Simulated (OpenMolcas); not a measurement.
**AlH3 (SMILES [H][Al]([H])[H]): levels of theory compared**

Aim: a comparison of 6 runs (B2PLYP/3-21G, B3LYP/3-21G, UB3LYP/3-21G, ACPF/3-21G, CISD/3-21G, CCSD(T)/3-21G) of AlH3. 

The calculation is run with OpenMolcas 26.06.

### 1 The system as given

AlH3: 4 atoms, total charge 0, spin state singlet. SMILES: `[H][Al]([H])[H]`. The Al1–H4 distance was set to 2.718 Å, away from the relaxed value. At this shape a bond of the SMILES string is far longer than usual.

Bond lengths: Al1–H2 1.553 Å, Al1–H3 1.553 Å. Angles: H2–Al1–H3 120.0°.

### 2 The energy at B2PLYP/3-21G (run 1)

Contents of run.inp:

```
* AlH3 Kohn-Sham DFT

&GATEWAY
  BasLib
  $CurrDir
  Coord
  4
  angstrom
  Al       0.602110       0.996948      -0.003325
  H        2.154770       0.966448       0.011265
  H       -0.147690       2.356808      -0.022465
  H       -0.802830      -1.329300       0.004480
  Basis
  3-21G
  Group
  NoSym

&SEWARD
  GridInput
  Grid=UltraFine
  End of Grid

&SCF
  KSDFT
  B2PLYP_SCF
  Thresholds
  1e-10 1e-07 1e-07 1e-05
  PrOrbitals
  1 1

&MBPT2
  Frozen
  5
```

The basis set 3-21G is read from a file made from the Basis Set Exchange's data (not shown).

Started as:

```sh
$ export MOLCAS_MEM=1860
$ pymolcas run.inp > run.log
```

Standard output:

```text
--- Start Module: gateway ---
[...]
--- Stop Module: gateway /rc=_RC_ALL_IS_WELL_ ---
[...]
      Basis functions           19
[...]
--- Start Module: scf ---
[...]
       Convergence after  10 Iterations
[...]
::    Total KS-DFT energy                            -242.5842698647
[...]
      Total spin, S                                     0.0000000000
[...]
      Total electronic charge=   16.000000
      Total            charge=   -0.000000
[...]
      Dipole Moment (debye):
      Origin of the operator (angstrom)=    0.5819    0.9635   -0.0032
                   X=  1.0344E+00               Y=  1.7128E+00               Z= -5.6343E-03           Total=  2.0009E+00
      Quadrupole Moment (debye*angstrom):
[...]
--- Stop Module: scf /rc=_RC_ALL_IS_WELL_ ---
[...]
--- Start Module: mbpt2 ---
[...]
 ###    WARNING: MP2 implementation intended for RHF references only         ###
 ###############################################################################
MBPT2 WARNING: Reference function according to RunFile:KS-DFT
I'll assume you know what you're doing and continue
WARNING!
Default frozen orbitals as non valence orbitals is overwritten by user input.
Default values:   2
[...]
       Reference weight ( Cref**2 )         =        0.91983
::    Total MBPT2 energy                             -242.6585236003
[...]
      Total MBPT2 calculations                           0.03      0.04
--- Stop Module: mbpt2 /rc=_RC_ALL_IS_WELL_ ---
[...]
```

Wall time 3.6 s (1 thread of Arm Neoverse V1, shared host); peak memory 0.37 GiB.

### 3 A single-point energy at B3LYP/3-21G (run 2)

Contents of run.inp:

```
>>> EXPORT MOLCAS_PRINT=2

&GATEWAY
 BasLib=$CurrDir
 Coord
 4
 angstrom
 Al       0.602110       0.996948      -0.003325
 H        2.154770       0.966448       0.011265
 H       -0.147690       2.356808      -0.022465
 H       -0.802830      -1.329300       0.004480
 Basis=3-21G
 Group=NoSym

&SEWARD
 GridInput
 Grid=UltraFine
 End of Grid

&SCF
 KSDFT=B3LYP
 Thresholds=1e-10 1e-07 1e-07 1e-05
 PrOrbitals=1 1
```

The basis set 3-21G is read from a file made from the Basis Set Exchange's data (not shown).

Started as:

```sh
$ export MOLCAS_MEM=1860
$ pymolcas run.inp > run.log
```

Standard output:

```text
--- Start Module: gateway ---
[...]
--- Stop Module: gateway /rc=_RC_ALL_IS_WELL_ ---
--- Start Module: seward ---
[...]
      Basis functions           19
--- Stop Module: seward /rc=_RC_ALL_IS_WELL_ ---
--- Start Module: scf ---
[...]
       Convergence after  10 Iterations
[...]
::    Total KS-DFT energy                            -242.7696035002
[...]
      Total spin, S                                     0.0000000000
[...]
      Total electronic charge=   16.000000
      Total            charge=   -0.000000
[...]
      Dipole Moment (debye):
      Origin of the operator (angstrom)=    0.5819    0.9635   -0.0032
                   X=  9.6580E-01               Y=  1.5992E+00               Z= -5.2699E-03           Total=  1.8682E+00
      Quadrupole Moment (debye*angstrom):
[...]
--- Stop Module: scf /rc=_RC_ALL_IS_WELL_ ---
[...]
```

Wall time 3.9 s (1 thread of Arm Neoverse V1, shared host); peak memory 0.37 GiB.

Runs 3 to 5 aren't shown in full; the table further down has their settings and results.

### 4 The energy at CCSD(T)/3-21G (run 6)

Contents of run.input:

```
* AlH3 CCSD(T)
>>> EXPORT MOLCAS_PRINT=2

&GATEWAY
  BasLib = $CurrDir
  Coord
  4
  angstrom
  Al       0.602110       0.996948      -0.003325
  H        2.154770       0.966448       0.011265
  H       -0.147690       2.356808      -0.022465
  H       -0.802830      -1.329300       0.004480
  Basis = 3-21G
  Group = NoSym

&SEWARD

&SCF
  Thresholds = 1e-10 1e-07 1e-07 1e-05
  PrOrbitals = 1 1

&RASSCF
  FileOrb = $Project.ScfOrb
  Spin = 1
  Nactel = 0 0 0
  Inactive = 8
  Ras2 = 0
  OutOrbitals = Canonical
  OrbListing = Nothing

&MOTRA
  JobIph
  Frozen = 5

&CCSDT
  CCT
  Triples = 2
  Iterations = 80
  Accuracy = 1e-08
  Extrapolation = 5 4
```

The basis set 3-21G is read from a file made from the Basis Set Exchange's data (not shown).

Started as:

```sh
$ export MOLCAS_MEM=1860
$ pymolcas run.input > run.log
```

Standard output:

```text
--- Start Module: gateway ---
[...]
--- Stop Module: gateway /rc=_RC_ALL_IS_WELL_ ---
[...]
      Basis functions           19
[...]
       Convergence after   9 Iterations
[...]
::    Total SCF energy                               -242.1777812348
[...]
      Total spin, S                                     0.0000000000
[...]
      Number of active orbitals                  0
[...]
      Spin quantum number                      0.0
[...]
      Active orbitals                            0
[...]
      Number of CSFs                             1
[...]
      Number of root(s) required                 1
[...]
      Convergence after  4 iterations
[...]
      Natural orbitals and occupation numbers for root  1
      ************************************************************************************************************************
      *                                                    Final results                                                     *
      ************************************************************************************************************************
[...]
::    RASSCF root number  1 Total energy:   -242.17778123
[...]
      Total electronic charge=   16.000000
      Total            charge=   -0.000000
[...]
      Dipole Moment (debye):
      Origin of the operator (angstrom)=    0.5819    0.9635   -0.0032
                   X=  1.1518E+00               Y=  1.9071E+00               Z= -6.2639E-03           Total=  2.2280E+00
      Quadrupole Moment (debye*angstrom):
[...]
--- Start Module: motra ---
[...]
--- Stop Module: motra /rc=_RC_ALL_IS_WELL_ ---
--- Start Module: ccsdt ---
[...]
      Convergence after                    16  Iterations
      Total energy (diff) :    -242.26227735      -0.00000000
[...]
 METHOD                       : CCSD+T(CCSD)+<T3(1)WT1> = CCSD(T)
[...]
       CCSD     =      -242.2622773517936
[...]
```

Run time: 2.2 s. Hardware: 1 thread of Arm Neoverse V1, shared host; peak memory 0.37 GiB.

### 5 Overview of the runs

```csv
run,level,frozen core orbitals,scramble,energy (Eh),dipole moment (D) of the reference,HOMO energy (eV),LUMO energy (eV),wall time
1,B2PLYP/3-21G,5,–,-242.604318,2.00,-7.34,-1.23,3.6 s
2,B3LYP/3-21G,–,–,-242.769604,1.87,-6.43,-2.43,3.9 s
3,UB3LYP/3-21G,–,0.25,-242.769604,1.87,-6.43,-2.43,7.8 s
4,ACPF/3-21G,5,–,-242.265493,2.23,-8.65,0.39,1.8 s
5,CISD/3-21G,5,–,-242.257947,2.23,-8.65,0.39,1.8 s
6,CCSD(T)/3-21G,5,–,-242.263978,2.23,-8.65,0.39,2.2 s
```

### 6 Results

```
                                          quantity          value
                               run 6: total energy  -242.26398 Eh
         run 6: dipole moment (mean-field density)         2.23 D
        run 6: HOMO energy (Hartree–Fock orbitals)       -8.65 eV
        run 6: LUMO energy (Hartree–Fock orbitals)        0.39 eV
      run 6: HOMO–LUMO gap (Hartree–Fock orbitals)        9.04 eV
run 6: correlation energy (5 core orbitals frozen)      -86.2 mEh
                             run 6: (T) correction      -1.70 mEh
```

Over runs 1, 2, 3 the dipole moment (its size) runs from 1.87 D (B3LYP/3-21G) to 2.00 D (B2PLYP/3-21G). A double hybrid's value is that of its SCF part. Over runs 1, 2, 3 the HOMO–LUMO gap runs from 4.00 eV (B3LYP/3-21G) to 6.11 eV (B2PLYP/3-21G). For B2PLYP the log adds the whole second-order term; the table takes 0.27 of it, as the functional is defined. Totals of different functionals can't be ranked against each other. All runs together took 21 s, the longest 7.8 s.
